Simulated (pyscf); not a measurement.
A first-order saddle from PySCF, ωB97X-D3(BJ)/def2-SVP:

```
O
B 1 1.3653
O 2 1.3722 1 120.21
H 3 0.9634 2 110.70 1 178.57
O 2 1.3839 1 121.72 3 -177.67
H 5 0.9621 2 111.19 1 -8.33
H 1 1.3118 2 125.55 3 41.65
C 7 1.3608 1 132.41 2 112.77
H 8 1.0947 7 109.18 1 114.93
H 8 1.0948 9 116.66 7 -124.28
C 8 1.4091 9 118.37 10 -151.19
H 11 1.0932 8 121.19 9 -7.04
H 11 1.0947 12 115.37 8 -164.36
```

Surface: singlet, charge 0. Lowest wavenumbers (cm⁻¹): 1988i, 55, 70, 128, 336.

Task: What reaction is this the transition state of?

Result: `[OH][B]([OH])[OH]` + `[CH2]=[CH2]` ⇌ `[CH3][CH2][O][B]([OH])[OH]`, an addition across a multiple bond or ene-type step read from left to right: H–O broken and C–O, C–H formed. At ωB97M-D3(BJ)/def2-TZVP it lies +2.40 eV from the left side and +3.13 eV from the right (each side as separated species at their lowest minima found). On the reactant side the descent ends in a complex (not fully relaxed), 0.19 eV under the separated species and 2.59 eV under the saddle at ωB97X-D3(BJ)/def2-TZVP. On the product side the descent ends in a point that may be a rotor saddle (no frequency run), 0.17 eV over the lowest minimum found and 3.09 eV under the saddle at ωB97X-D3(BJ)/def2-TZVP. One saddle was located; it need not be the lowest between these sides.
